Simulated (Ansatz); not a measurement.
# AlNH₂ (triplet): the correlation ladder, def2-QZVPP

An exercise on one series of results from a longer session: the logs are not shown, and one member is left open.

Method: def2-QZVPP, core rule «outside noble gas», up to 6 orbitals frozen; program: Ansatz 0.2.0, Gaussian basis.

To be run: UHF; ROHF; CCSD(T) on UHF.

2 further runs of the same task are left out: 2 set aside as unsound or not needed. Runs told in other sessions of the task aren't counted.

## The geometry

The geometry is a PBE0/def2-TZVP stationary point (not a proven minimum).

4 atoms, charge 0, spin multiplicity 3.

Atoms are counted from 1 here; the program's logs count them from 0.

Bond lengths: Al1–N2 1.771 Å, N2–H3 1.007 Å, N2–H4 1.007 Å. Angles: Al1–N2–H3 124.1°, Al1–N2–H4 124.1°, H3–N2–H4 111.7°.

As a file:

```xyz
4
AlH2N
Al    0.0000    0.0000    0.6865
N     0.0000    0.0000   -1.0849
H     0.0000    0.8334   -1.6498
H     0.0000   -0.8334   -1.6498
```

Set-up of the first run:

File in.yaml:

```yaml
crystal:
  periodic: [false, false, false]
  atoms:
    - {symbol: Al, position_ang: [0.000000, 0.000000, 0.686473]}
    - {symbol: N, position_ang: [0.000000, 0.000000, -1.084932]}
    - {symbol: H, position_ang: [0.000000, 0.833405, -1.649784]}
    - {symbol: H, position_ang: [0.000000, -0.833405, -1.649784]}
basis:
  gaussian: {orbitals: "def2-QZVPP.json"}
magnetization: {spin_polarized: true, initial_magnetization: 2}
hamiltonian: {xc: hf}
output: {orbitals: {seedname: orbitals}}
```

Run with:

```sh
> ansatz run in.yaml --threads 1 --pin off --events-out ev --progress --plain --max-ram 2393MiB
```

Steps of the session up to this table: UHF; ROHF; CCSD(T) on UHF.

One table of the session follows, with a row left open; its other results are not shown here.

```
  method  from UCCSD(T) (kJ/mol)
    ROHF                  +770.3
     UHF                       ?
    UMP2                   +56.2
   UCCSD                   +31.0
UCCSD(T)                       0
```

**Question.** Estimate the row for UHF.

The run gave: from UCCSD(T) (kJ/mol): +768.3. In the column «from UCCSD(T) (kJ/mol)» it lies between UMP2 (+56.2) and ROHF (+770.3).
